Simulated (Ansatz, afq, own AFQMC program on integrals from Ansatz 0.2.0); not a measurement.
AFQMC on a folder of integrals that Ansatz 0.2.0 wrote.

```yaml
crystal:
  periodic: [false, false, false]
  atoms:
    - {symbol: Sc, position_ang: [0.000000, 0.000000, 0.000000]}
basis:
  gaussian: {orbitals: def2-SVP}
magnetization: {spin_polarized: true, initial_magnetization: 1}
correlation: {method: ccsd_t, electrons: outside_noble_gas, hamiltonian_folder: ham}
```

```sh
$ ansatz run in.yaml --threads 1 --pin off --events-out ev --progress --plain --max-ram 1843MiB
```

afq runs on the folder ham with

```
--method phaseless --trial hf --walkers 280 --populations 1 --least-time 40 --time-step 0.005 --steps-per-block 20 --equilibration-blocks 160 --max-blocks 600 --target-error 0.00063 --factor-cut 1e-05 --start spin_pure --seed 7686 --taylor-order 6
```

Times are imaginary, in 1/Eh. The walk had a cap of 507 s.

afq prints:

```
orbitals 22  electrons 2 1  factors 170 of 230
reference energy -759.62861599 Eh
CCSD correlation -0.03399640 Eh in 13 cycles, weight of the determinant in the CISD state 0.9209
energy of the start -759.628648 Eh
 block  time / (1/Eh)  mean weight  energy / Eh
     1     0.100  1.0000  -759.630678
     2     0.200  1.0002  -759.632663
     3     0.300  1.0001  -759.634276
     4     0.400  1.0000  -759.635959
     5     0.500  1.0004  -759.637247
     9     0.900  1.0002  -759.641591
    43     4.300  1.0000  -759.656339
    57     5.700  1.0001  -759.655726
    99     9.900  0.9999  -759.657492
   155    15.500  1.0004  -759.667202
   211    21.100  1.0003  -759.656891
   267    26.700  0.9997  -759.664021
   323    32.300  1.0003  -759.657063
   379    37.900  1.0001  -759.680359
   435    43.500  1.0008  -759.657305
   491    49.100  1.0001  -759.660046
   547    54.700  1.0003  -759.666013
blocks merged  error / Eh  count
     1  0.000192  400
     2  0.000256  200
     4  0.000340  100
     8  0.000421  50
    16  0.000506  25
    32  0.000656  12
energy -759.661989 +/- 0.000506 Eh
(rows thinned)
```

The run passed its tests (sampling time, drift between the halves within three errors, error under three times the target), which doesn't prove that it has relaxed. The second half of the sampling lies below the first by 2.3 errors of their difference, so the energy may still be moving and its error bar be too small.

Against this walk (error 13.8 meV) on the same determinant: CCSD(T) 32.3 meV lower, full CI for this spin (own frozen core, lowest symmetry allowed) 18.7 meV lower (within the noise), a separate phaseless walk with a CISD trial and standard settings 34.2 ± 13.9 meV lower. The error is statistical and leaves out the bias of the constraint. None of these is a sure reference here.

Cautions: constraint bias not in the error; no relativity below Rb; outer-core shells of the metal frozen.

The walk took 3.1 min on 1 thread of Arm Neoverse N1, with other jobs on the host. The log's last line is the phaseless energy.

A walk keeps the symmetry of its determinant, which the program's search chose and which needn't be the lowest solution, so a lower state of the same spin and another symmetry isn't excluded.
